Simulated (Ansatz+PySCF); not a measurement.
singlet SO₃: levels of theory in one basis

```xyz
4

S     0.0000    0.0000    0.0000
O     1.3262    0.0000    0.0000
O    -0.6631    1.1485    0.0000
O    -0.6631   -1.1485    0.0000
```

Basis set: def2-SVP (spherical functions). Correlated methods keep 8 orbitals frozen. Charge 0, multiplicity 1.

Computed with Ansatz (development build ahead of 0.2.0); each method stands on the lowest determinant of its kind that the runs found. NEVPT2 correlates all electrons. Active spaces start from the frontier orbitals, and the lowest solution found is given.

| method | E − E(RHF) (eV) | <S²> of the determinant |
| --- | --- | --- |
| RHF | 0.00 | 0.00 |
| RHF-MP2 | -17.94 | – |
| RHF-CCSD | -18.01 | – |
| RHF-CCSD(T) | -18.52 | – |
| SC-NEVPT2(6,4) | -17.98 | – |

Problem. What does CASSCF(6,4) give on the same scale?

Solution. -0.53 eV.

Problem. Is a single determinant a sound starting point here?

Solution. By this sign, yes. Unrestricted orbitals gain 0.00 eV and <S²> is 0.00 against 0.00 for a pure state. The CASSCF(6,4) natural occupations are 2.00, 2.00, 1.98, 0.03.
